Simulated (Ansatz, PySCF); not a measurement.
Species: C2H2F, charge -1, multiplicity 1. It need not be the lowest isomer of its formula. Whether it binds its extra electron was not tested at this geometry. 
Geometry from a B3LYP-D3(BJ)/def2-TZVP (Ansatz, an electronic-structure program) optimisation:
```
C
C 1 1.3117
H 1 1.0955 2 134.73
H 2 1.1060 1 107.03 3 0.00
F 1 1.4481 3 103.30 2 -180.00
```
Charge -1, spin multiplicity 1.

Total electronic energies in hartree. Cores are frozen in the correlated levels unless marked. Spin-orbit coupling is left out. No relativistic terms. FCI takes restricted orbitals. Basis-set limits of correlation are two-point, X^-3; Hartree-Fock from the larger set. The bracket is a focal-point correction in the basis named.

```
level                                                                 program  energy (Eh)
-------------------------------------------------------------  --------------  -----------
HF/cc-pVTZ                                                             Ansatz   -176.29204
HF/cc-pVQZ                                                             Ansatz   -176.30967
PBE-D3(BJ)/def2-TZVPD                                          Ansatz + dftd3   -177.06817
TPSS-D4/def2-TZVPD                                              PySCF + dftd4          [?]
B3LYP/def2-TZVPD                                                       Ansatz          [?]
BHLYP/def2-TZVPD                                                       Ansatz   -177.16729
r2SCANh/def2-TZVPD                                                     Ansatz   -177.15770
r2SCAN0-D4/def2-TZVPD                                          Ansatz + dftd4   -177.14234
LC-wPBE-D3(BJ)/def2-TZVPD                                      Ansatz + dftd3   -177.14670
wB97X-V/def2-TZVPD                                                     Ansatz          [?]
RI-MP2/cc-pVTZ                                                         Ansatz   -176.87684
CCSD(T)/cc-pVDZ                                                        Ansatz   -176.72114
CCSD(T)/cc-pVDZ                                                         PySCF   -176.72114
FCI/STO-3G                                                             Ansatz   -173.86009
RI-MP2/CBS(aug-cc-pVTZ,aug-cc-pVQZ)+[CCSD(T)-MP2]/aug-cc-pVTZ          Ansatz    -177.0232
```

**Question.** What belongs in the gaps?

**Answer.** 
- TPSS-D4/def2-TZVPD, energy (Eh): -177.28557
- B3LYP/def2-TZVPD, energy (Eh): -177.26770
- wB97X-V/def2-TZVPD, energy (Eh): -177.19889
